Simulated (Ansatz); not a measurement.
Worked example: GeH₄, triplet against GeH$_{4}$, singlet

Geometry (PBE0/def2-TZVP stationary point of a singlet), kept for both states:

| atom | x (Å) | y (Å) | z (Å) |
| --- | --- | --- | --- |
| Ge | 0.0000 | 0.0000 | 0.0000 |
| H | 0.8843 | 0.8872 | 0.8860 |
| H | -0.8879 | -0.8840 | 0.8857 |
| H | -0.8838 | 0.8845 | -0.8892 |
| H | 0.8874 | -0.8877 | -0.8825 |

Basis cc-pVDZ; Ansatz 0.2.0. Only valence electrons are correlated (noble-gas cores and the filled d shells of p-block atoms frozen). Prefix R: restricted or restricted open-shell reference; prefix U: unrestricted. No spin–orbit coupling is included, and no scalar relativity.

Full CI isn't at hand for all of this; UCCSDTQ serves as the reference, and is uncertain by about the last step of the cluster series.

The largest doubles amplitude grows up the series, to 0.28: the determinant mixes near-degenerate terms, and the last step may understate the doubt.

| level | E(GeH4, singlet) (hartree) | E(GeH4, triplet) (hartree) |
| --- | --- | --- |
| UHF | -2077.643380 | -2077.332861 |
| UMP2 | -2077.755853 | -2077.435914 |
| UCCSD(T) | -2077.788099 | -2077.467224 |
| PBE | -2079.020951 | -2078.722895 |
| B3LYP | -2079.404457 | -2079.096123 |
| UCCSDTQ | -2077.788731 | -2077.469049 |

Give the vertical gap, GeH4 triplet less GeH4 singlet, at each level in eV (1 hartree = 27.2114 eV), and each error against UCCSDTQ.

UCCSDTQ: (-2077.469049 − (-2077.788731)) × 27.2114 = 8.699 eV (the reference)
B3LYP: (-2079.096123 − (-2079.404457)) × 27.2114 = 8.390 eV, error -0.309 eV
PBE: (-2078.722895 − (-2079.020951)) × 27.2114 = 8.111 eV, error -0.588 eV
UCCSD(T): (-2077.467224 − (-2077.788099)) × 27.2114 = 8.731 eV, error 0.032 eV
UMP2: (-2077.435914 − (-2077.755853)) × 27.2114 = 8.706 eV, error 0.007 eV
UHF: (-2077.332861 − (-2077.643380)) × 27.2114 = 8.450 eV, error -0.249 eV

Total energies of functionals can't be set beside those of wave-function methods, since they hold the core's correlation and their own absolute errors; only the differences compare.

In so small a basis the reference is far from its limit while semilocal and hybrid functionals are nearer theirs, so the functionals' errors here hold much of the reference's basis and frozen-core error, which can add to them or hide them.

Each level lands on the state that its own search finds. T1 diagnostics of restricted CCSD: 0.009 and 0.021.
